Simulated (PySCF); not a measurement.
A geometry optimisation, step by step.

PS₄ (charge -3).
Bonds: S1–P2 (double), P2–S3, P2–S4, P2–S5.
Bond orders are those of one Lewis drawing.
The ion is multiply charged and has no counter-ions or solvent; whether it holds all its electrons wasn't checked.

Computed by this run: PBE0-D3(BJ)/def2-SVP geometry optimisation, gas phase (PySCF); density fitting, grid level 1; the optimiser is geomeTRIC in internal coordinates, started from a GFN2-xTB structure with every atom displaced at random (about 0.01 Å). The frame can shift and turn from step to step; on so coarse a grid that alone can change the energy by a few meV, and forces under 0.02 eV/Å are noise.

Step 0: E = -52589.2933 eV, largest atomic force 0.852 eV/Å
```
atom  x, y, z in Å  |  force x, y, z in eV/Å
S1      0.080   -0.341    2.029   -0.039  -0.074   0.733
P2     -0.004   -0.004   -0.006    0.420  -0.140  -0.071
S3     -0.215    2.008   -0.387   -0.082   0.809  -0.097
S4      1.773   -0.685   -0.856    0.352  -0.157  -0.233
S5     -1.600   -1.012   -0.818   -0.651  -0.438  -0.332
```

Step 1: E = -52589.3495 eV, largest atomic force 0.033 eV/Å
```
atom  x, y, z in Å  |  force x, y, z in eV/Å
S1      0.094   -0.287    2.138   -0.011   0.000   0.016
P2      0.031    0.060    0.066   -0.019   0.005  -0.008
S3     -0.190    2.120   -0.294    0.002   0.000   0.008
S4      1.816   -0.619   -0.808    0.025  -0.013  -0.017
S5     -1.598   -0.971   -0.774    0.003   0.008   0.000
```

Step 2: E = -52589.3495 eV, largest atomic force 0.022 eV/Å
```
atom  x, y, z in Å  |  force x, y, z in eV/Å
S1      0.090   -0.289    2.138   -0.002  -0.005   0.007
P2      0.031    0.060    0.066   -0.021   0.007  -0.004
S3     -0.187    2.121   -0.291    0.007   0.000   0.004
S4      1.817   -0.622   -0.809    0.010  -0.007  -0.004
S5     -1.598   -0.967   -0.776    0.005   0.005  -0.003
```

Question: Summarise the path.

Answer: The energy falls by 5.43 kJ/mol from step 0 to step 2; nine tenths of that is first reached at step 1. It falls at every step. The largest force goes from 0.852 to 0.022 eV/Å. Among the bonds P2–S5 changes most, from 2.056 to 2.102 Å; the atoms move by 0.036 Å rms after alignment.

Question: Follow the three bonds and two angles with the largest change from start to end.

Answer: 
```json
{"step": "0", "E above end (kJ/mol)": "5.43", "largest force (eV/Å)": "0.852", "P2–S5 (Å)": "2.056", "P2–S3 (Å)": "2.058", "S1=P2 (Å)": "2.064", "S1–P2–S4 (°)": "108.3", "S1–P2–S3 (°)": "110.3"}
{"step": "1", "E above end (kJ/mol)": "0.01", "largest force (eV/Å)": "0.033", "P2–S5 (Å)": "2.103", "P2–S3 (Å)": "2.102", "S1=P2 (Å)": "2.102", "S1–P2–S4 (°)": "109.3", "S1–P2–S3 (°)": "109.5"}
{"step": "2", "E above end (kJ/mol)": "0.00", "largest force (eV/Å)": "0.022", "P2–S5 (Å)": "2.102", "P2–S3 (Å)": "2.102", "S1=P2 (Å)": "2.102", "S1–P2–S4 (°)": "109.4", "S1–P2–S3 (°)": "109.4"}
```

The cost below is that of the whole optimisation. Hardware: an Arm Neoverse V1 with one thread (shared host). Cost: 9.9 s wall, 0.38 GiB resident at most.
